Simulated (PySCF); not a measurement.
Species: silanamine, H5NSi.
Atom-mapped SMILES: `[NH2:1][SiH3:2]` (hydrogens: H3, H4 on N1; H5, H6, H7 on Si2)

The same species was optimised twice, with GFN2-xTB and with PBE0-D3(BJ)/def2-SVP (PySCF), and the same property calculations (PySCF, gas phase) were run on both structures.

| coordinate | GFN2-xTB | PBE0-D3(BJ)/def2-SVP | change |
| --- | --- | --- | --- |
| Si2–H6 (Å) | 1.461 | 1.494 | +0.033 |
| Si2–H7 (Å) | 1.461 | 1.494 | +0.033 |
| Si2–H5 (Å) | 1.472 | 1.504 | +0.032 |
| N1–Si2 (Å) | 1.723 | 1.732 | +0.009 |
| N1–H3 (Å) | 1.008 | 1.014 | +0.006 |
| N1–H4 (Å) | 1.008 | 1.014 | +0.006 |
| N1–Si2–H7 (°) | 104.9 | 108.2 | +3.3 |
| H6–Si2–H7 (°) | 113.3 | 110.2 | -3.1 |
| N1–Si2–H6 (°) | 104.9 | 107.8 | +2.9 |
| H5–Si2–H7 (°) | 109.2 | 107.0 | -2.2 |
| H5–Si2–H6 (°) | 109.2 | 107.1 | -2.1 |
| N1–Si2–H5 (°) | 115.3 | 116.6 | +1.3 |
| H3–N1–H4 (°) | 109.4 | 110.2 | +0.8 |
| Si2–N1–H4 (°) | 118.6 | 119.2 | +0.6 |

Rotational constants: A = 68770, B = 12842, C = 12407 MHz (GFN2-xTB) against A = 67819, B = 12548, C = 12129 MHz (PBE0-D3(BJ)/def2-SVP). Point groups within 0.08 Å: Cs and Cs. Atoms that the bonding makes alike are paired by their places after alignment.

On the GFN2-xTB structure: HOMO (eV) -7.30 [PBE0/pcSseg-1]; LUMO (eV) 0.62 [PBE0/pcSseg-1]; dipole (D) 1.21 [PBE0/pcSseg-1]; GIAO shielding of N1 (ppm) 270.6 [PBE0/pcSseg-1]; GIAO shielding of Si2 (ppm) 405.9 [PBE0/pcSseg-1].

What do these properties become on the PBE0-D3(BJ)/def2-SVP structure?

```json
{"property": "HOMO (eV)", "level": "PBE0/pcSseg-1", "on GFN2-xTB": "-7.30", "on PBE0-D3(BJ)/def2-SVP": "-7.36", "change": "-0.06"}
{"property": "LUMO (eV)", "level": "PBE0/pcSseg-1", "on GFN2-xTB": "0.62", "on PBE0-D3(BJ)/def2-SVP": "0.65", "change": "+0.03"}
{"property": "dipole (D)", "level": "PBE0/pcSseg-1", "on GFN2-xTB": "1.21", "on PBE0-D3(BJ)/def2-SVP": "1.38", "change": "+0.17"}
{"property": "energy, GFN2-xTB geometry as zero (kcal/mol)", "level": "PBE0/pcSseg-1", "on GFN2-xTB": "0.0", "on PBE0-D3(BJ)/def2-SVP": "-1.0", "change": "-1.0"}
{"property": "GIAO shielding of N1 (ppm)", "level": "PBE0/pcSseg-1", "on GFN2-xTB": "270.6", "on PBE0-D3(BJ)/def2-SVP": "268.6", "change": "-2.0"}
{"property": "GIAO shielding of Si2 (ppm)", "level": "PBE0/pcSseg-1", "on GFN2-xTB": "405.9", "on PBE0-D3(BJ)/def2-SVP": "406.1", "change": "+0.2"}
```

The heavy atoms differ by 0.005 Å rms after alignment. Among all bonds Si2–H5, Si2–H6 and Si2–H7 change most and about equally (+0.032 to +0.033 Å). Changes are differences of the printed values. Neither structure is proved a minimum here.
